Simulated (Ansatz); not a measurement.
**Cost against result**

Saddle point of CH6ClSi, doublet (CH₃Cl ([CH3][Cl]) + SiH₃ → SiH₃Cl ([SiH3][Cl]) + CH₃; bonds formed: Cl1–Si3; bonds broken: Cl1–C2), PBE0-D4/def2-TZVP structure:

```
9
angstrom
Cl 0.0111 0.0192 0.2954
C 0.0864 0.1749 2.2445
Si -0.0842 -0.1715 -2.1856
H -0.8402 0.6627 2.5279
H 0.1649 -0.8437 2.6094
H 0.9675 0.7735 2.4492
H -0.8416 -1.4015 -2.5313
H -0.7718 1.0354 -2.7117
H 1.3077 -0.2491 -2.6978
```

Barriers are electronic and count from the start structure reached by relaxing down the imaginary mode. Spin–orbit coupling is left out.

Computed with Ansatz 0.2.0 (basis: as named in each row); correlated methods freeze the cores; orbitals are unrestricted. B3LYP uses VWN-RPA correlation. Extrapolation: Hartree–Fock as exp(−7.88 √X), correlation as X^−2.97.

Times are rough, for one single point on 4 threads of a shared host (Arm Neoverse V1).

The estimate by CCSD(T) at an estimated basis limit (MP2 extrapolated from triple and quadruple zeta, plus CCSD(T) − MP2 in triple zeta) is 36.0 kJ/mol.

| method | basis | time (s) | barrier (kJ/mol) | method less estimate |
| --- | --- | --- | --- | --- |
| HF | STO-3G | under 1 | 63.8 | 27.8 |
| PBE-D4 | STO-3G | under 1 | -25.8 | -61.8 |
| SPW92 | def2-SVP | under 1 | -4.5 | -40.5 |
| B3LYP-D4 | 6-31G | under 1 | 23.9 | -12.1 |
| PBE-D4 | def2-SVP | under 1 | 10.5 | -25.5 |
| SPW92 | def2-TZVPP | 1 | -5.2 | -41.2 |
| PBE0-D4 | def2-SVP | 1 | 26.5 | -9.5 |
| PBE-D4 | def2-TZVPP | 2 | 9.6 | -26.4 |
| BLYP-D4 | def2-TZVPP | 2 | 11.5 | -24.5 |
| PBE0-D4 | def2-TZVPP | 3 | 25.6 | -10.4 |
| B3LYP-D4 | def2-TZVPP | 3 | 23.7 | -12.3 |
| BHLYP-D4 | def2-TZVPP | 3 | 40.7 | 4.7 |
| CAM-B3LYP-D4 | def2-TZVPP | 3 | 36.6 | 0.6 |
| RPA on PBE | def2-TZVPP | 3 | 43.8 | 7.8 |
| CCSD(T) | def2-SVP | 4 | 57.8 | 21.8 |
| PBE-QIDH | def2-TZVPP | 4 | 40.2 | 4.3 |
| B2PLYP | def2-TZVPP | 4 | 33.6 | -2.4 |
| r2SCAN-D4 | def2-TZVPP | 4 | 15.9 | -20.1 |
| wB97M-V | def2-SVP | 5 | 35.7 | -0.3 |
| r2SCAN0-D4 | def2-TZVPP | 6 | 27.3 | -8.7 |
| wB97X-V | def2-TZVPP | 8 | 39.9 | 4.0 |
| B97M-V | def2-TZVPP | 8 | 26.0 | -10.0 |
| wB97M-V | def2-TZVPP | 9 | 35.1 | -0.9 |
| MP2 | def2-QZVPP | 13 | 45.8 | 9.8 |
| CCSD(T) | def2-TZVPP | 110 | 43.1 | 7.1 |

All methods are single points on the PBE0-D4 structures; a negative value means that the method puts the saddle structure below the start.

The T1 diagnostic stays at or below 0.017. ⟨S²⟩ of the unrestricted Hartree–Fock references: 0.75 to 0.82 (a pure state has 0.75). The unrestricted reference is spin-contaminated, which hurts MP2 most.

Radical steps of this kind take place in plasma deposition and etching.

Labels in which every atom is bracketed show which atoms are joined, not bond orders.
